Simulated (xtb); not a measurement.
xtb input (GFN2-xTB):

```bash
xtb mol.xyz --gfn 2 --sp --chrg -1 --uhf 0
```
mol.xyz:
```
3

N      0.00073453    -0.00649234     0.32080948
O      0.02743334     1.09989995    -0.11821611
O     -0.02807606    -1.09421916    -0.16249219
```

Output:

```
           -------------------------------------------------
          |                Calculation Setup                |
           -------------------------------------------------

           -------------------------------------------------
          |                 G F N 2 - x T B                 |
           -------------------------------------------------

        Reference                      10.1021/acs.jctc.8b01176
      * Hamiltonian:
        H0-scaling (s, p, d)           1.850000    2.230000    2.230000
        zeta-weighting                 0.500000
      * Dispersion:
        s8                             2.700000
        a1                             0.520000
        a2                             5.000000
        s9                             5.000000
      * Repulsion:
        kExp                           1.500000    1.000000
        rExp                           1.000000
      * Coulomb:
        alpha                          2.000000
        third order                    shell-resolved
        anisotropic                    true
        a3                             3.000000
        a5                             4.000000
        cn-shift                       1.200000
        cn-exp                         4.000000
        max-rad                        5.000000

          ...................................................
          :                      SETUP                      :
          :.................................................:
          :  # basis functions                  12          :
          :  # atomic orbitals                  12          :
          :  # shells                            6          :
          :  # electrons                        18          :
          :  max. iterations                   250          :
          :  Hamiltonian                  GFN2-xTB          :
          :  restarted?                      false          :
          :  GBSA solvation                  false          :
          :  PC potential                    false          :
          :  electronic temp.          300.0000000     K    :
          :  accuracy                    1.0000000          :
          :  -> integral cutoff          0.2500000E+02      :
          :  -> integral neglect         0.1000000E-07      :
          :  -> SCF convergence          0.1000000E-05 Eh   :
          :  -> wf. convergence          0.1000000E-03 e    :
          :  Broyden damping             0.4000000          :
          :  net charge                         -1          :
          :  unpaired electrons                  0          :
          ...................................................

 iter      E             dE          RMSdq      gap      omega  full diag
   1    -11.1109851 -0.111110E+02  0.910E+00    2.03       0.0  T
   2    -11.1585557 -0.475706E-01  0.404E+00    1.56       1.0  T
   3    -11.1592652 -0.709481E-03  0.188E+00    1.37       1.0  T
   4    -11.1593970 -0.131751E-03  0.189E-01    1.21       1.0  T
   5    -11.1593963  0.668771E-06  0.513E-02    1.21       1.1  T
   6    -11.1593985 -0.218168E-05  0.105E-02    1.21       5.5  T
   7    -11.1593985 -0.138320E-07  0.214E-03    1.21      26.9  T
   8    -11.1593985 -0.461339E-08  0.851E-05    1.21     678.5  T
   9    -11.1593985 -0.231282E-11  0.892E-06    1.21    6473.0  T

   *** convergence criteria satisfied after 9 iterations ***

         #    Occupation            Energy/Eh            Energy/eV
      -------------------------------------------------------------
         1        2.0000           -0.4618315             -12.5671
       ...           ...                  ...                  ...
         3        2.0000           -0.3532691              -9.6129
         4        2.0000           -0.3190161              -8.6809
         5        2.0000           -0.2929039              -7.9703
         6        2.0000           -0.2896251              -7.8811
         7        2.0000           -0.1890196              -5.1435
         8        2.0000           -0.1777437              -4.8367
         9        2.0000           -0.0286584              -0.7798 (HOMO)
        10                          0.0157672               0.4290 (LUMO)
        11                          0.4806818              13.0800
        12                          0.8610022              23.4291
      -------------------------------------------------------------
                  HL-Gap            0.0444256 Eh            1.2089 eV
             Fermi-level           -0.0064456 Eh           -0.1754 eV

 SCC (total)                   0 d,  0 h,  0 min,  0.007 sec
 SCC setup                      ...        0 min,  0.000 sec (  1.424%)
 Dispersion                     ...        0 min,  0.000 sec (  0.421%)
 classical contributions        ...        0 min,  0.000 sec (  0.199%)
 integral evaluation            ...        0 min,  0.000 sec (  5.963%)
 iterations                     ...        0 min,  0.006 sec ( 82.026%)
 molecular gradient             ...        0 min,  0.001 sec (  7.860%)
 printout                       ...        0 min,  0.000 sec (  1.853%)

         :::::::::::::::::::::::::::::::::::::::::::::::::::::
         ::                     SUMMARY                     ::
         :::::::::::::::::::::::::::::::::::::::::::::::::::::
         :: total energy             -11.116473526280 Eh    ::
         :: gradient norm              0.273824576672 Eh/a0 ::
         :: HOMO-LUMO gap              1.208881909621 eV    ::
         ::.................................................::
         :: SCC energy               -11.159398484777 Eh    ::
         :: -> isotropic ES            0.204710739908 Eh    ::
         :: -> anisotropic ES         -0.012810078220 Eh    ::
         :: -> anisotropic XC          0.005235796108 Eh    ::
         :: -> dispersion             -0.000874470876 Eh    ::
         :: repulsion energy           0.042924958497 Eh    ::
         :: add. restraining           0.000000000000 Eh    ::
         :: total charge              -1.000000000000 e     ::
         :::::::::::::::::::::::::::::::::::::::::::::::::::::

           -------------------------------------------------
          |                Property Printout                |
           -------------------------------------------------

    * Orbital Energies and Occupations

         #    Occupation            Energy/Eh            Energy/eV
      -------------------------------------------------------------
         1        2.0000           -0.4618315             -12.5671
         2        2.0000           -0.4521444             -12.3035
         3        2.0000           -0.3532691              -9.6129
         4        2.0000           -0.3190161              -8.6809
         5        2.0000           -0.2929039              -7.9703
         6        2.0000           -0.2896251              -7.8811
         7        2.0000           -0.1890196              -5.1435
         8        2.0000           -0.1777437              -4.8367
         9        2.0000           -0.0286584              -0.7798 (HOMO)
        10                          0.0157672               0.4290 (LUMO)
        11                          0.4806818              13.0800
        12                          0.8610022              23.4291
      -------------------------------------------------------------
                  HL-Gap            0.0444256 Eh            1.2089 eV
             Fermi-level           -0.0064456 Eh           -0.1754 eV

     #   Z          covCN         q      C6AA      α(0)
     1   7 N        1.846     0.095    20.243     6.668
     2   8 O        0.924    -0.547    24.822     6.681
     3   8 O        0.924    -0.547    24.822     6.681

 Mol. C6AA /au·bohr⁶  :        208.845098
Note: The following floating-point exceptions are signalling: IEEE_DENORMAL
normal termination of xtb
 Mol. C8AA /au·bohr⁸  :       4334.767603
 Mol. α(0) /au        :         20.030941

Wiberg/Mayer (AO) data.
largest (>0.10) Wiberg bond orders for each atom

 ---------------------------------------------------------------------------
     #   Z sym  total        # sym  WBO       # sym  WBO       # sym  WBO
 ---------------------------------------------------------------------------
     1   7 N    2.989 --     3 O    1.494     2 O    1.494
     2   8 O    1.805 --     1 N    1.494     3 O    0.311
     3   8 O    1.805 --     1 N    1.494     2 O    0.311
 ---------------------------------------------------------------------------

Topologies differ in total number of bonds
Writing topology from bond orders to xtbtopo.mol

molecular dipole:
                 x           y           z       tot (Debye)
 q only:        0.001      -0.007       0.348
   full:        0.000      -0.002       0.085       0.215
molecular quadrupole (traceless):
                xx          xy          yy          xz          yz          zz
 q only:        2.372      -0.179      -4.682      -0.004      -0.141       2.310
  q+dip:        3.842      -0.263      -6.560      -0.008      -0.187       2.718
   full:        4.340      -0.268      -6.232      -0.011      -0.164       1.892

           -------------------------------------------------
          | TOTAL ENERGY              -11.116473526280 Eh   |
          | GRADIENT NORM               0.273824576672 Eh/α |
          | HOMO-LUMO GAP               1.208881909621 eV   |
           -------------------------------------------------

------------------------------------------------------------------------
------------------------------------------------------------------------
 total:
 SCF:
```

This state (charge -1, singlet) is run at the relaxed geometry of the species with charge 0 and multiplicity 2.
